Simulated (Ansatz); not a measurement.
# BH3F− (SMILES [H][B-]([H])([H])F): the energy, rung by rung

BH3F−: 5 atoms, total charge -1, spin state singlet. As SMILES, `[H][B-]([H])([H])F`. The coordinates come from a GFN2-xTB relaxation.

```xyz
5

B    -0.0003    0.0004   -0.0571
F     0.0125   -0.0209    1.3892
H     1.1601    0.0117   -0.4543
H    -0.5906    1.0127   -0.4241
H    -0.5817   -1.0038   -0.4537
```

Each level gives the energy change with the B1–H5 bond stretched from 1.226 to 1.533 Å (eV). The values are calculated.

```json
{"level": "HF/STO-3G (restricted)", "kind": "Hartree–Fock", "program": "Ansatz", "value (eV)": "1.10", "less FCI/STO-3G": "+0.29", "CPU time (all runs)": "0.12 s"}
{"level": "PBE/STO-3G (restricted)", "kind": "GGA", "program": "Ansatz", "value (eV)": "0.70", "less FCI/STO-3G": "-0.11", "CPU time (all runs)": "1.4 s"}
{"level": "r2SCAN/STO-3G (restricted)", "kind": "meta-GGA", "program": "Ansatz", "value (eV)": "0.79", "less FCI/STO-3G": "-0.02", "CPU time (all runs)": "3.2 s"}
{"level": "r2SCAN0/STO-3G (restricted)", "kind": "hybrid meta-GGA", "program": "Ansatz", "value (eV)": "0.90", "less FCI/STO-3G": "+0.09", "CPU time (all runs)": "3.2 s"}
{"level": "wB97X/STO-3G (restricted)", "kind": "range-separated hybrid", "program": "Ansatz", "value (eV)": "0.86", "less FCI/STO-3G": "+0.05", "CPU time (all runs)": "6 s"}
{"level": "RPA@PBE/STO-3G (restricted)", "kind": "RPA", "program": "Ansatz", "value (eV)": "0.73", "less FCI/STO-3G": "-0.08", "CPU time (all runs)": "2 s"}
{"level": "MP2/STO-3G (restricted)", "kind": "perturbation theory", "program": "Ansatz", "value (eV)": "0.91", "less FCI/STO-3G": "+0.10", "CPU time (all runs)": "0.12 s"}
{"level": "CCSD/STO-3G (restricted)", "kind": "coupled cluster or CI", "program": "Ansatz", "value (eV)": "0.82", "less FCI/STO-3G": "+0.01", "CPU time (all runs)": "0.18 s"}
{"level": "CCSDT(Q)/STO-3G (restricted)", "kind": "coupled cluster or CI", "program": "Ansatz", "value (eV)": "0.81", "less FCI/STO-3G": "0.00", "CPU time (all runs)": "0.35 s"}
{"level": "FCI/STO-3G", "kind": "exact in the basis", "program": "Ansatz", "value (eV)": "0.81", "less FCI/STO-3G": "0.00", "CPU time (all runs)": "0.92 s"}
```

FCI/STO-3G is exact within its basis and frozen core, so for wave-function methods in that basis the difference is their error; functionals converge differently with the basis, so for them it is only a difference. Sets without diffuse functions describe the anion poorly. The first shape isn't each level's own minimum. The values span 0.70 to 1.10 eV. All rows use very small basis sets, so none should be taken for the real molecule's value. In so small a basis fixed costs decide the times, and correlated methods can beat functionals. CPU times are rough (shared hosts, several kinds of processor and program).
